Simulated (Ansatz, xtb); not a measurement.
# H2OSi: which of two isomers lies lower

Structure a is `O=[SiH2]`, a singlet and structure b is `O[SiH]`, a singlet. Both are isolated molecules in the gas phase, relaxed with PBE0-D4/def2-TZVP, each in the lowest conformer that the search found.

a (Å):

```xyz
4

O    -1.5251   -1.2653    2.5107
Si   -1.1487   -1.3853    1.0473
H    -0.5104   -2.5856    0.4484
H    -1.3739   -0.3165    0.0405
```

b (Å):

```xyz
4

O    -1.1029    0.3111    0.4152
Si    0.4114   -0.1120    0.9391
H    -1.4840   -0.3001   -0.2209
H     0.5569    1.0973    1.8676
```

Energies in hartree; the thermal terms are from PBE0-D4/def2-TZVP harmonic frequencies (ideal gas, rigid rotor, one conformer each, 298.15 K, 1 atm) and include the zero-point energy:

```
                                a           b
E, CCSD(T)/def2-TZVPP  −365.372736  −365.375471
    zero-point energy     0.018440     0.020926
         H(298 K) − E     0.022499     0.025010
         G(298 K) − E    −0.004184    −0.002448
```

**Question.** Work out ΔE, ΔE₀, ΔH and ΔG for a → b in kJ/mol (1 Eh = 2625.50 kJ/mol) and the equilibrium ratio [b]/[a].

**Answer.** 1. ΔE = −365.375471 − (−365.372736) = −0.002735 Eh = −7.18 kJ/mol.
2. ΔE₀ = ΔE + ΔZPE = −0.002735 + (+0.002486) Eh = −0.65 kJ/mol.
3. ΔH = ΔE + (+0.002511) Eh = −0.59 kJ/mol.
4. ΔG = ΔE + (+0.001736) Eh = −2.62 kJ/mol, so ΔS = (ΔH − ΔG)/T = +6.8 J/(mol K).
5. kT = 0.9442 mEh, so K = [b]/[a] = exp(−ΔG/kT) = exp(+1.06) ≈ 2.9.

The two are too close for this level to say which is favoured. An error of 4 kJ/mol in ΔG would change K by a factor of 5. GFN2-xTB, MP2/def2-TZVPP gave ΔE the other sign. Large T1 diagnostics make the coupled-cluster value less sure. Mirror images and further conformers aren't counted.

As drawn, b has 1 O–Si, 1 O–H in place of 1 O=Si, 1 Si–H.

Other levels gave ΔE = +193.0 (GFN2-xTB); −114.7 (HF/STO-3G, GFN2-xTB geometries); −3.2 (r2SCAN-D4/def2-SVP, GFN2-xTB geometries); −6.3 (PBE0-D4/def2-TZVP); −22.1 (HF/def2-TZVPP); +11.5 (MP2/def2-TZVPP) kJ/mol. The correlated steps freeze 6 core orbitals. Programs: Ansatz 0.2.0, xtb 6.7.1.
